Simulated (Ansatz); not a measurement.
We consider hcp Be, described by revPBE (Ansatz, a quantum-chemistry and plane-wave program, PAW).

Run with plane-wave cutoff 520 eV, 30×30×16 k mesh (along the axes of the cell as run), Fermi–Dirac smearing 0.05 eV, scalar-relativistic PAW data made under PBE.

Equation-of-state points:

```json
[
 {"V (Å³/atom)": "7.760", "E − E_lowest (meV/atom)": "5.07"},
 {"V (Å³/atom)": "7.921", "E − E_lowest (meV/atom)": "1.23"},
 {"V (Å³/atom)": "8.083", "E − E_lowest (meV/atom)": "0.00"},
 {"V (Å³/atom)": "8.245", "E − E_lowest (meV/atom)": "1.16"},
 {"V (Å³/atom)": "8.406", "E − E_lowest (meV/atom)": "4.51"}
]
```

Q: Estimate the bulk modulus and its pressure derivative from these points.

A: V0 = 8.083 Å³/atom, B0 = 118 GPa, B′ = 3.3 (fit to the energies at full precision).

Shape and atoms are relaxed at each volume.

Measured, for comparison: bulk modulus 117 GPa (room temperature, no zero-point or thermal correction, our sources range from 97.2 to 117; as tabulated in arXiv:2410.04971). Computed (rounded) less measured: bulk modulus not scored (sources differ).

Note: the bulk modulus comes from volumes at which shape and atoms were relaxed.

Static lattice: no zero-point or thermal effects.
